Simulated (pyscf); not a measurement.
## Routes from H₃C–CH₃ + H₂C=O

Candidate steps break at most two bonds and form at most two. Each was searched with GFN2-xTB (tblite) first. Single points on ωB97X-D3(BJ)/def2-SVP structures (PySCF, gas phase). Correlated levels are frozen-core, on RHF or UHF. ΔMP2 is the change of the MP2 total energy from the triple- to the quadruple-zeta basis. Energies: CCSD(T)/def2-TZVPP + ΔMP2(QZVPP), eV, from the separated reactants, singlet surface; ΔG‡ with ideal gas, 1 atm, RRHO with modes under 100 cm⁻¹ raised to 100, one conformer, R ln 2 for chiral ones without a mode under 150 cm⁻¹.

```tsv
products	type	ΔE‡	ΔE	ΔG‡ 298 K	ΔG‡ 900 K	ν‡ (cm⁻¹)
H₂C=CH₂ + H₃C–OH	concerted two-bond exchange	2.12	+0.45	2.47	3.43	1828i
H₃C–CH₂–CH₂–OH	addition across a multiple bond or ene-type step	3.26	-0.78	3.64	4.53	2001i
```

Plain bond fissions and candidates not yet searched are not listed, and one of them may be faster. Each barrier is that of the saddle found; lower ones may exist. The CCSD(T) − MP2 part came from Ansatz, without density fitting, on the same reference.
